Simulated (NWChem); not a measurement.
System: Li cation

Here is an NWChem input.

```
start job
memory heap 200 mb stack 900 mb global 1100 mb
charge 1
geometry units angstroms noautoz
  Li     0.000000     0.000000     0.000000
end
basis spherical
  Li library aug-cc-pvdz
end
dft
  xc b3lyp
  iterations 150
  mulliken
end
task dft energy
```

### Question
What results follow from this input? (B3LYP/aug-cc-pVDZ.) Quantities: basis functions; energy (Ha); highest occupied level (eV); orbital gap (eV).

### Answer
```yaml
number_of_basis_functions: 23
energy (Ha): -7.29
highest occupied level (eV): -63.97
orbital gap (eV): 57.11
```
